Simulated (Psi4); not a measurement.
# MP2/aug-cc-pVDZ run of CH2AlN (SMILES N#[C][AlH2])

Aim: the vertical ionisation energy of CH2AlN at MP2/aug-cc-pVDZ, from 2 runs. 

The calculation is run with Psi4 1.11.

3 further runs of the same task are left out: 3 set aside as unsound or not needed.

## (1) The structure to begin with

CH2AlN: 5 atoms, total charge 0, spin state singlet. As SMILES, `N#[C][AlH2]`. The coordinates come from a PBE0-D4/def2-TZVP relaxation.

Bond lengths: N1–C2 1.154 Å, C2–Al3 1.938 Å, Al3–H4 1.573 Å, Al3–H5 1.572 Å. Angles: N1–C2–Al3 180.0°, C2–Al3–H4 117.0°, C2–Al3–H5 117.0°, H4–Al3–H5 126.1°.

## (2) The energy at MP2/aug-cc-pVDZ

Contents of calc.in:

```
memory 2.2 GB

molecule {
  0 1
  N      1.382300    -1.346000     1.394200
  C      0.714200    -0.698000     0.711800
  Al    -0.407200     0.390000    -0.434600
  H     -1.629700    -0.322900    -1.120200
  H     -0.009700     1.903200    -0.592600
  symmetry c1
  no_reorient
  no_com
}

set basis aug-cc-pVDZ
set puream true
set e_convergence 1e-09
set d_convergence 1e-08
set scf_type pk
set num_frozen_docc 7
set mp2_type conv

result, w = energy("mp2", return_wfn=True)
```

Run with:

```
$ psi4 -i calc.in -o calc.out -n 1
```

calc.out, cut to the lines that bear on the results:

```text
[...]
  Running in c1 symmetry.
[...]
  Nuclear repulsion =   69.014155576228063
[...]
  Multiplicity = 1
[...]
  Nalpha       = 14
  Nbeta        = 14
[...]
    Number of basis functions: 91
[...]
   @RHF iter   1:  -335.35550745908404   -1.25868e+00   3.11643e-03 DIIS/ADIIS
[...]
   @RHF iter  11:  -335.40501160021734   -4.94538e-12   3.06657e-09 DIIS
[...]
    Orbital Energies [Eh]
    ---------------------
    Doubly Occupied:
       1A    -58.529890     2A    -15.592016     3A    -11.252782
       4A     -4.943548     5A     -3.258768     6A     -3.256678
       7A     -3.255404     8A     -1.220774     9A     -0.700836
      10A     -0.573794    11A     -0.512837    12A     -0.489382
      13A     -0.476499    14A     -0.453978
[...]
  @RHF Final Energy:  -335.40501160021734
   => Energetics <=
    Nuclear Repulsion Energy =             69.0141555762280632
    One-Electron Energy =                -599.8039646876180768
    Two-Electron Energy =                 195.3847975111726782
    Total Energy =                       -335.4050116002173354
[...]
 Multipole Moments:
 ------------------------------------------------------------------------------------
     Multipole            Electronic (a.u.)      Nuclear  (a.u.)        Total (a.u.)
 ------------------------------------------------------------------------------------
 L = 1.  Multiply by 2.5417464519 to convert [e a0] to [Debye]
 Dipole X            :        -14.1160362           13.2815621           -0.8344741
 Dipole Y            :         13.9615438          -13.1519269            0.8096169
 Dipole Z            :        -13.4525260           12.5999379           -0.8525881
 Magnitude           :                                                    1.4417812
[...]
	SCS-MP2 Total Energy (a.u.)        :  -335.75742307458955
	SOS-MP2 Total Energy (a.u.)        :  -335.72996245368626
	SCSN-MP2 Total Energy (a.u.)       :  -335.55000367858645
[...]
	SOS-PI-MP2 Total Energy (a.u.)     :  -335.78412092926442
[...]
	MP2 Total Energy (a.u.)            :  -335.75818584081787
[...]
```

Wall time 40 s (1 thread of Intel Xeon at 2.50GHz (Skylake/Cascade Lake), shared host); peak memory 0.46 GiB.

## (3) The doublet cation at the same level

Contents of ch2aln_ase.py:

```python
import numpy as np
from ase.calculators.psi4 import Psi4
from ase import Atoms

a = Atoms(['N', 'C', 'Al', 'H', 'H'], positions=[
    [1.382300, -1.346000, 1.394200],
    [0.714200, -0.698000, 0.711800],
    [-0.407200, 0.390000, -0.434600],
    [-1.629700, -0.322900, -1.120200],
    [-0.009700, 1.903200, -0.592600],
])
calc = Psi4(atoms=a, method='mp2', basis='aug-cc-pVDZ', memory='2200MB', num_threads=1, charge=1, multiplicity=2, label='calc', reference='uhf')
calc.psi4.set_options({'puream': True, 'e_convergence': 1e-09, 'd_convergence': 1e-08, 'scf_type': 'pk', 'num_frozen_docc': 7, 'mp2_type': 'conv', 'maxiter': 100})
a.calc = calc

print(f'energy: {a.get_potential_energy():.6f} eV')
```

Run with:

```
$ python ch2aln_ase.py
```

calc.dat, cut to the lines that bear on the results:

```text
[...]
  Running in c1 symmetry.
[...]
  Nuclear repulsion =   69.014155576228063
[...]
  Multiplicity = 2
[...]
  Nalpha       = 14
  Nbeta        = 13
[...]
    Number of basis functions: 91
[...]
   @UHF iter   1:  -334.88160369654815   -7.84777e-01   3.71500e-03 ADIIS/DIIS
[...]
   @UHF iter  22:  -334.98573008864503   -8.41283e-12   4.29707e-09 DIIS
[...]
   @S^2 Observed:                9.746248996E-01
[...]
    Orbital Energies [Eh]
    ---------------------
    Alpha Occupied:
       1A    -58.820341     2A    -15.805694     3A    -11.445573
       4A     -5.229280     5A     -3.547394     6A     -3.542898
       7A     -3.540725     8A     -1.439340     9A     -0.949834
      10A     -0.850432    11A     -0.844192    12A     -0.745379
      13A     -0.694082    14A     -0.684471
    Alpha Virtual:
      15A     -0.206401    16A     -0.124172    17A     -0.103349
      18A     -0.098898    19A     -0.097329    20A     -0.079074
      21A     -0.071133    22A     -0.049272    23A     -0.045937
      24A     -0.040389    25A     -0.023539    26A     -0.018960
[...]
  @UHF Final Energy:  -334.98573008864503
   => Energetics <=
    Nuclear Repulsion Energy =             69.0141555762280632
    One-Electron Energy =                -592.8746583521572120
    Two-Electron Energy =                 188.8747726872840929
    Total Energy =                       -334.9857300886450275
  UHF NO Occupations:
  HONO-2 :   12  A 1.9567857
  HONO-1 :   13  A 1.9541132
[...]
 Multipole Moments:
 ------------------------------------------------------------------------------------
     Multipole            Electronic (a.u.)      Nuclear  (a.u.)        Total (a.u.)
 ------------------------------------------------------------------------------------
 L = 1.  Multiply by 2.5417464519 to convert [e a0] to [Debye]
 Dipole X            :         -0.6327016           -1.4258200           -2.0585217
 Dipole Y            :          0.6130403            1.3831863            1.9962266
 Dipole Z            :         -0.6459888           -1.4576532           -2.1036420
 Magnitude           :                                                    3.5563664
[...]
	SCS-MP2 Total Energy (a.u.)        :  -335.30178778628789
	SOS-MP2 Total Energy (a.u.)        :  -335.29931716032957
	SCSN-MP2 Total Energy (a.u.)       :  -335.12613958897379
[...]
	SOS-PI-MP2 Total Energy (a.u.)     :  -335.32343924276682
[...]
	MP2 Total Energy (a.u.)            :  -335.30672903820454
[...]
```

The script printed:

```text
energy: -9124.160840 eV
```

It took 53 s on 1 thread of Intel Xeon at 2.50GHz (Skylake/Cascade Lake), shared host; peak memory 0.48 GiB.

## (4) Results

At MP2/aug-cc-pVDZ, 7 core orbitals frozen:

```
                                                                  quantity          value
                                              singlet CH2AlN: total energy  -335.75819 Eh
                       singlet CH2AlN: HOMO energy (Hartree–Fock orbitals)      -12.35 eV
                       singlet CH2AlN: LUMO energy (Hartree–Fock orbitals)       -0.02 eV
                     singlet CH2AlN: HOMO–LUMO gap (Hartree–Fock orbitals)       12.34 eV
               singlet CH2AlN: correlation energy (7 core orbitals frozen)     -353.2 mEh
                                              doublet cation: total energy  -335.30673 Eh
doublet cation: HOMO energy (Hartree–Fock orbitals) (highest over α and β)      -17.39 eV
 doublet cation: LUMO energy (Hartree–Fock orbitals) (lowest over α and β)      -10.43 eV
               doublet cation: correlation energy (7 core orbitals frozen)     -321.0 mEh
                         doublet cation: ⟨S²⟩ of the reference determinant          0.975
                        vertical ionisation energy (to the doublet cation)      12.285 eV
```

The vertical ionisation energy comes to 12.28 eV (1185 kJ/mol). ⟨S²⟩ (doublet cation) is 0.97 where a pure doublet has 0.75: the reference is spin-contaminated.
